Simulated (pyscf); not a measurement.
This saddle point was located with ωB97X-D3(BJ)/def2-SVP in PySCF.

```
Si
O 1 1.5954
H 2 1.4403 1 76.48
O 3 1.1215 2 130.13 1 4.06
H 4 0.9683 3 111.14 2 -116.65
H 1 1.5106 2 120.46 3 -101.10
```
Charge 0, spin multiplicity 2.

Surface: doublet, charge 0. Lowest wavenumbers (cm⁻¹): 1042i, 471, 501, 594, 689.

### Question
Name the species on either side of this saddle.

### Answer
HO–SiH•–OH ⇌ [O=SiH]• + H₂O, an elimination read from left to right: H–O, O–Si broken and H–O formed. At CCSD(T)/def2-TZVPP + ΔMP2(QZVPP) it lies +49.7 kcal/mol from the left side and -8.9 kcal/mol from the right (each side as separated species at their lowest minima found). On the product side the descent ends in an adduct with a O–Si contact, 17.2 kcal/mol under the separated species and 3.9 kcal/mol under the saddle at ωB97X-D3(BJ)/def2-TZVP. At CCSD(T) the saddle lies under the separated products, which points to a path from their complex (located at ωB97X-D3(BJ) alone), and parting the products costs more than the saddle. What is counted as broken (O–Si) persists as a longer contact in the product adduct; parting that adduct is a step of its own. The same reactants have a lower exit, to •O–SiH₂–OH (barrier +39.7 kcal/mol at ωB97M-D3(BJ), against +47.9 kcal/mol here). This is the saddle that the search found; another between the same sides may lie lower. The CCSD(T) − MP2 part came from Ansatz, without density fitting, on the same reference.
